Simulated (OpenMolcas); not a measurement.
# CHF2 (difluoromethyl radical): a chain of runs

We compute the energy (UHF/STO-3G), then a single-point energy (CASSCF(3,3)/STO-3G), then the energy (CASPT2(3,3)/STO-3G), then the energy (SC-NEVPT2(3,3)/STO-3G), then a single-point energy (MRCI(3,3)/STO-3G) of CHF2 (difluoromethyl radical). 

The results are computed with OpenMolcas 26.06.

3 further runs of the same task are left out: 1 for a known fault of the program, 2 set aside as unsound or not needed.

## 1. The system as given

The species is CHF2 (4 atoms), meant as a doublet with charge 0. SMILES: `F[CH]F`. The F1–C2 distance was set to 1.981 Å, away from the relaxed value. At this shape a bond of the SMILES string is far longer than usual.

Bond lengths: C2–F3 1.321 Å, C2–H4 1.090 Å. Angles: F3–C2–H4 114.3°. A long bond or contact: F1–C2 1.981 Å.

## 2. The energy at UHF/STO-3G (run 1)

File struct.xyz:

```xyz
4

F     -1.831557     0.365193    -0.334737
C      0.038600     0.063400     0.244400
F      0.433100    -1.166800    -0.029600
H      0.736500     0.838700    -0.073100
```

File step1.inp:

```
* CHF2 Hartree-Fock

&gateway
 baslib = $CurrDir
 coord = struct.xyz
 basis = STO-3G
 group = NoSym

&seward

&scf
 uhf
 spin = 2
 scramble = 0.25
 prorbitals = 1 1
```

The basis set STO-3G is read from a file made from the Basis Set Exchange's data (not shown).

Command:

```sh
export MOLCAS_MEM=1860
pymolcas step1.inp > step1.log
```

Log:

```text
--- Start Module: gateway ---
[...]
--- Stop Module: gateway /rc=_RC_ALL_IS_WELL_ ---
--- Start Module: seward ---
[...]
      Basis functions           16
--- Stop Module: seward /rc=_RC_ALL_IS_WELL_ ---
--- Start Module: scf ---
[...]
       Convergence after  26 Iterations
[...]
::    Total SCF energy                               -233.8871964128
[...]
      Total spin, S                                     0.7426607160
[...]
      Total electronic charge=   25.000000
      Total            charge=   -0.000000
[...]
      Dipole Moment (debye):
      Origin of the operator (angstrom)=   -0.4973   -0.2671   -0.0797
                   X=  8.5893E-01               Y=  4.5468E-01               Z= -2.5629E-01           Total=  1.0051E+00
      Quadrupole Moment (debye*angstrom):
[...]
--- Stop Module: scf /rc=_RC_ALL_IS_WELL_ ---
[...]
```

Run time: 2 s. Hardware: 1 thread of Arm Neoverse V1, shared host; peak memory 0.37 GiB.

## 3. The energy at CASSCF(3,3)/STO-3G (run 2)

struct.xyz is that of step 2.

File step2.inp:

```
>>> EXPORT MOLCAS_PRINT=2

&GATEWAY
 BASLIB=$CurrDir
 COORD=struct.xyz
 BASIS=STO-3G
 GROUP=NoSym

&SEWARD

&RASSCF
 FILEORB=$CurrDir/step1.UnaOrb
 SPIN=2
 NACTEL=3 0 0
 INACTIVE=11
 RAS2=3
 ORBLISTING=Nothing
 ORBAPPEAR=Compact
```

The basis set STO-3G is read from a file made from the Basis Set Exchange's data (not shown).

Command:

```sh
export MOLCAS_MEM=1860
pymolcas step2.inp > step2.log
```

Log:

```text
--- Start Module: gateway ---
[...]
--- Stop Module: gateway /rc=_RC_ALL_IS_WELL_ ---
--- Start Module: seward ---
[...]
      Basis functions           16
--- Stop Module: seward /rc=_RC_ALL_IS_WELL_ ---
--- Start Module: rasscf ---
[...]
      Number of active orbitals                  3
[...]
      Spin quantum number                      0.5
[...]
      Active orbitals                            3
[...]
      Number of CSFs                             8
[...]
      Number of root(s) required                 1
[...]
      Convergence after 11 iterations
[...]
      printout of CI-coefficients larger than  0.05 for root  1
      energy=    -233.930741
      conf/sym  111     Coeff  Weight
             1  2u0   0.91363 0.83471
             4  udu   0.08004 0.00641
             5  02u   0.12055 0.01453
             7  u02  -0.12888 0.01661
             8  0u2   0.35049 0.12284
      Natural orbitals and occupation numbers for root  1
      sym 1:   1.698568   0.998200   0.303231
      ************************************************************************************************************************
      *                                                    Final results                                                     *
[...]
::    RASSCF root number  1 Total energy:   -233.93074128
[...]
      Total electronic charge=   25.000000
      Total            charge=   -0.000000
[...]
      Dipole Moment (debye):
      Origin of the operator (angstrom)=   -0.4973   -0.2671   -0.0797
                   X=  5.3958E-01               Y=  6.1507E-01               Z=  2.6315E-02           Total=  8.1863E-01
      Quadrupole Moment (debye*angstrom):
[...]
--- Stop Module: rasscf /rc=_RC_ALL_IS_WELL_ ---
[...]
```

Wall time 1.8 s (1 thread of Arm Neoverse V1, shared host); peak memory 0.37 GiB.

## 4. A single-point energy at CASPT2(3,3)/STO-3G (run 3)

struct.xyz is that of step 3.

File step3.input:

```
&GATEWAY
 BASLIB=$CurrDir
 COORD=struct.xyz
 BASIS=STO-3G
 GROUP=NoSym

&SEWARD

&RASSCF
 FILEORB=$CurrDir/step2.RasOrb
 SPIN=2
 NACTEL=3 0 0
 INACTIVE=11
 RAS2=3
 ORBLISTING=Nothing
 ORBAPPEAR=Compact

&CASPT2
 IMAGINARY=0.1
 FROZEN=3
```

The basis set STO-3G is read from a file made from the Basis Set Exchange's data (not shown).

Command:

```sh
export MOLCAS_MEM=1860
pymolcas step3.input > step3.log
```

Log:

```text
--- Start Module: gateway ---
[...]
--- Stop Module: gateway /rc=_RC_ALL_IS_WELL_ ---
[...]
      Basis functions           16
[...]
--- Start Module: rasscf ---
[...]
      Number of active orbitals                  3
[...]
      Spin quantum number                      0.5
[...]
      Active orbitals                            3
[...]
      Number of CSFs                             8
[...]
      Number of root(s) required                 1
[...]
      Convergence after  4 iterations
[...]
      printout of CI-coefficients larger than  0.05 for root  1
      energy=    -233.930741
      conf/sym  111     Coeff  Weight
             1  2u0   0.91363 0.83471
             4  udu   0.08004 0.00641
             5  02u   0.12055 0.01453
             7  u02  -0.12888 0.01661
             8  0u2   0.35049 0.12284
      Natural orbitals and occupation numbers for root  1
      sym 1:   1.698568   0.998200   0.303232
      ************************************************************************************************************************
      *                                                    Final results                                                     *
[...]
::    RASSCF root number  1 Total energy:   -233.93074128
[...]
      Total electronic charge=   25.000000
      Total            charge=   -0.000000
[...]
      Dipole Moment (debye):
      Origin of the operator (angstrom)=   -0.4973   -0.2671   -0.0797
                   X=  5.3957E-01               Y=  6.1507E-01               Z=  2.6319E-02           Total=  8.1862E-01
      Quadrupole Moment (debye*angstrom):
[...]
--- Stop Module: rasscf /rc=_RC_ALL_IS_WELL_ ---
--- Start Module: caspt2 ---
[...]
      E2 (Variational):          -0.0517220445
      Total energy:            -233.9824633288
[...]
      Reference weight:           0.97725
[...]
::    CASPT2 Root  1     Total energy:   -233.98246333
[...]
```

Run time: 1.8 s. Hardware: 1 thread of Arm Neoverse V1, shared host; peak memory 0.37 GiB.

## 5. A single-point energy at SC-NEVPT2(3,3)/STO-3G (run 4)

struct.xyz is that of step 4.

File step4.inp:

```
* CHF2 NEVPT2

&GATEWAY
 BasLib
 $CurrDir
 Coord
 struct.xyz
 Basis
 STO-3G
 Group
 NoSym

&SEWARD

&RASSCF
 FileOrb
 $CurrDir/step2.RasOrb
 Spin
 2
 Nactel
 3 0 0
 Inactive
 11
 Ras2
 3
 OrbListing
 Nothing
 OrbAppear
 Compact

&CASPT2
 SC-NEVPT2
 Frozen
 3
```

The basis set STO-3G is read from a file made from the Basis Set Exchange's data (not shown).

Command:

```sh
export MOLCAS_MEM=1860
pymolcas step4.inp > step4.log
```

Log:

```text
--- Start Module: gateway ---
[...]
--- Stop Module: gateway /rc=_RC_ALL_IS_WELL_ ---
[...]
      Basis functions           16
[...]
--- Start Module: rasscf ---
[...]
      Number of active orbitals                  3
[...]
      Spin quantum number                      0.5
[...]
      Active orbitals                            3
[...]
      Number of CSFs                             8
[...]
      Number of root(s) required                 1
[...]
      Convergence after  4 iterations
[...]
      printout of CI-coefficients larger than  0.05 for root  1
      energy=    -233.930741
      conf/sym  111     Coeff  Weight
             1  2u0   0.91363 0.83471
             4  udu   0.08004 0.00641
             5  02u   0.12055 0.01453
             7  u02  -0.12888 0.01661
             8  0u2   0.35049 0.12284
      Natural orbitals and occupation numbers for root  1
      sym 1:   1.698568   0.998200   0.303232
      ************************************************************************************************************************
      *                                                    Final results                                                     *
[...]
::    RASSCF root number  1 Total energy:   -233.93074128
[...]
      Total electronic charge=   25.000000
      Total            charge=   -0.000000
[...]
      Dipole Moment (debye):
      Origin of the operator (angstrom)=   -0.4973   -0.2671   -0.0797
                   X=  5.3957E-01               Y=  6.1507E-01               Z=  2.6319E-02           Total=  8.1862E-01
      Quadrupole Moment (debye*angstrom):
[...]
--- Start Module: caspt2 ---
[...]
      E2 (Variational):          -0.0488767862
[...]
      E2 (Variational):          -0.0487626795
      Total energy:            -233.9795039639
[...]
      Reference weight:           0.98012
[...]
::    SC-NEVPT2 Root  1     Total energy:   -233.97950396
[...]
```

It took 1.8 s on 1 thread of Arm Neoverse V1, shared host; peak memory 0.37 GiB.

## 6. The energy at MRCI(3,3)/STO-3G (run 5)

struct.xyz is that of step 5.

File step5.input:

```
* CHF2 MRCI
&gateway
baslib = $CurrDir
coord = struct.xyz
basis = STO-3G
group = NoSym
&seward
&rasscf
fileorb = $CurrDir/step2.RasOrb
spin = 2
nactel = 3 0 0
inactive = 11
ras2 = 3
orblisting = Nothing
orbappear = Compact
&motra
lumorb
frozen = 3
&guga
electrons = 19
spin = 2
inactive = 8
active = 3
ciall = 1
&mrci
sdci
```

The basis set STO-3G is read from a file made from the Basis Set Exchange's data (not shown).

Command:

```sh
export MOLCAS_MEM=1860
pymolcas step5.input > step5.log
```

Log:

```text
--- Start Module: gateway ---
[...]
      Basis functions           16
[...]
      Number of active orbitals                  3
[...]
      Spin quantum number                      0.5
[...]
      Active orbitals                            3
[...]
      Number of CSFs                             8
[...]
      Number of root(s) required                 1
[...]
      Convergence after  4 iterations
[...]
      printout of CI-coefficients larger than  0.05 for root  1
      energy=    -233.930741
      conf/sym  111     Coeff  Weight
             1  2u0   0.91363 0.83471
             4  udu   0.08004 0.00641
             5  02u   0.12055 0.01453
             7  u02  -0.12888 0.01661
             8  0u2   0.35049 0.12284
      Natural orbitals and occupation numbers for root  1
      sym 1:   1.698568   0.998200   0.303232
      ************************************************************************************************************************
      *                                                    Final results                                                     *
[...]
::    RASSCF root number  1 Total energy:   -233.93074128
[...]
      Dipole Moment (debye):
      Origin of the operator (angstrom)=   -0.4973   -0.2671   -0.0797
                   X=  5.3957E-01               Y=  6.1507E-01               Z=  2.6319E-02           Total=  8.1862E-01
      Quadrupole Moment (debye*angstrom):
[...]
       (But an ACPF correction will be computed)
       USE THE DEFAULT ACPF G-VALUE GFAC=  0.10526315789473684
[...]
                      CI ENERGY:  -233.99797965
[...]
                ACPF CORRECTION:    -0.00312117
[...]
      Total electronic charge=   25.000000
      Total            charge=   -0.000000
[...]
     ACPF CORRECTION:     -0.00312117
[...]
  CI State   1     Total energy:   -233.99797965     QDav:     -0.00350752     QACPF:     -0.00312117
[...]
```

Wall time 2.6 s (1 thread of Arm Neoverse V1, shared host); peak memory 0.37 GiB.

## 7. What came out

| quantity | value |
| --- | --- |
| run 1, UHF/STO-3G: total energy | -233.88720 Eh |
| run 1, UHF/STO-3G: dipole moment | 1.01 D |
| run 1, UHF/STO-3G: HOMO energy (highest over α and β) | -8.96 eV |
| run 1, UHF/STO-3G: LUMO energy (lowest over α and β) | 7.33 eV |
| run 1, UHF/STO-3G: ⟨S²⟩ | 1.294 |
| run 2, CASSCF(3,3)/STO-3G: total energy | -233.93074 Eh |
| run 2, CASSCF(3,3)/STO-3G: dipole moment (CASSCF density) | 0.82 D |
| run 3, CASPT2(3,3)/STO-3G: total energy | -233.98246 Eh |
| run 3, CASPT2(3,3)/STO-3G: dipole moment (CASSCF density) | 0.82 D |
| run 4, SC-NEVPT2(3,3)/STO-3G: total energy | -233.97950 Eh |
| run 4, SC-NEVPT2(3,3)/STO-3G: dipole moment (CASSCF density) | 0.82 D |
| run 5, MRCI(3,3)/STO-3G: total energy | -233.99798 Eh |
| run 5, MRCI(3,3)/STO-3G: dipole moment (CASSCF density) | 0.82 D |

⟨S²⟩ (run 1, UHF/STO-3G) is 1.29 where a pure doublet has 0.75: the reference is spin-contaminated. The run (run 1, UHF/STO-3G) may have ended on a state above the lowest. Mulliken charges (run 1, UHF/STO-3G) run from -0.12 on F3 to +0.10 on C2; they depend strongly on the basis. Mulliken charges (run 2, CASSCF(3,3)/STO-3G) run from -0.12 on F3 to +0.10 on C2; they depend strongly on the basis. Mulliken charges (run 3, CASPT2(3,3)/STO-3G) of the CASSCF density run from -0.12 on F3 to +0.10 on C2. Mulliken charges (run 5, MRCI(3,3)/STO-3G) of the CASSCF density run from -0.12 on F3 to +0.10 on C2.
